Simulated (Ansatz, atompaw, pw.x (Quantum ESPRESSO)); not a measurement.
# pw.x on bcc Pt: one setting changed

Potential: PAW, atompaw 4.2.0.5, PBEsol; core [Xe] 4f14, reference 5d9 6s1 6p0; waves: 6s (bound): rc 3.00 bohr; 6s channel at 0.3 Ry: rc 3.00 bohr; 6p (bound, empty): rc 3.00 bohr; 6p channel at 3.9 Ry: rc 3.00 bohr; 5d (bound): rc 3.00 bohr; 5d channel at 1.45 Ry: rc 3.00 bohr; local part: troulliermartins scheme with l = 3 at 1 Ry, radius 2.75 bohr; core correction: smooth core density matched at 2.05 bohr; augmentation: sinc compensation charge, radius 2.25 bohr; PAW radius 3.00 bohr; waves and projectors: custom rrkj gramschmidtortho.

The reference run (k-mesh 15³, cutoffs 40/400 Ry, Fermi–Dirac 0.01 Ry, mixing_beta 0.4, conv_thr 1e-9, no spin) gives -3.15 GPa at 15.303 Å³/atom, where all-electron LAPW gives -1.52 GPa. This run, with its own iteration cap, changes k-mesh points per axis to 8.

```
&control
  calculation='scf', prefix='x', pseudo_dir='./', outdir='./tmp', tstress=.true., disk_io='none'
/
&system
  ibrav=0, nat=1, ntyp=1, ecutwfc=40, ecutrho=400, nbnd=12,
  occupations='smearing', smearing='fd', degauss=0.01
/
&electrons
  conv_thr=1e-09, mixing_beta=0.4, electron_maxstep=70
/
ATOMIC_SPECIES
Pt 1.0 Pt.UPF
CELL_PARAMETERS angstrom
  -1.56400761 1.56400761 1.56400761
  1.56400761 -1.56400761 1.56400761
  1.56400761 1.56400761 -1.56400761
ATOMIC_POSITIONS crystal
Pt 0.0000 0.0000 0.0000
K_POINTS automatic
8 8 8 0 0 0
```

```bash
pw.x < Pt.scf.in > Pt.scf.out
```

Problem. How does the run end?

Solution. It converges in 7 iterations; the free energy moves by +52.8 meV/atom and the pressure by +1.45 GPa.

```
Message from routine setup:
     using ibrav=0 with symmetry is DISCOURAGED, use correct ibrav instead
     lattice parameter (alat)  =       5.1192  a.u.
     unit-cell volume          =     103.2698 (a.u.)^3
     number of electrons       =        10.00
     number of Kohn-Sham states=           12
     kinetic-energy cutoff     =      40.0000  Ry
     charge density cutoff     =     400.0000  Ry
     scf convergence threshold =      1.0E-09
     Exchange-correlation= SLA PW PSX PSC
     number of k points=    29  Fermi-Dirac smearing, width (Ry)=  0.0100
     iteration #  1     ecut=    40.00 Ry     beta= 0.40
     total energy              =    -737.04458653 Ry
     estimated scf accuracy    <       0.16516577 Ry
     iteration #  2     ecut=    40.00 Ry     beta= 0.40
     total energy              =    -737.05748300 Ry
     estimated scf accuracy    <       0.00681604 Ry
     iteration #  3     ecut=    40.00 Ry     beta= 0.40
     total energy              =    -737.05848778 Ry
     estimated scf accuracy    <       0.00023198 Ry
     iteration #  4     ecut=    40.00 Ry     beta= 0.40
     total energy              =    -737.05852775 Ry
     estimated scf accuracy    <       0.00001380 Ry
     iteration #  5     ecut=    40.00 Ry     beta= 0.40
     total energy              =    -737.05853211 Ry
     estimated scf accuracy    <       0.00000027 Ry
     iteration #  6     ecut=    40.00 Ry     beta= 0.40
     total energy              =    -737.05853238 Ry
     estimated scf accuracy    <       0.00000005 Ry
     iteration #  7     ecut=    40.00 Ry     beta= 0.40
     the Fermi energy is    16.3429 ev
!    total energy              =    -737.05853238 Ry
     estimated scf accuracy    <          4.7E-10 Ry
     smearing contrib. (-TS)   =      -0.00644708 Ry
     convergence has been achieved in   7 iterations
          total   stress  (Ry/bohr**3)                   (kbar)     P=      -17.01
     Message from routine punch:
     Nothing written, as per user request (disk_io='none')
```

The run took about 4.9 s on one core of a shared host (AMD EPYC 9R45 96-Core Processor, 96 threads, 376 GiB, load 76).
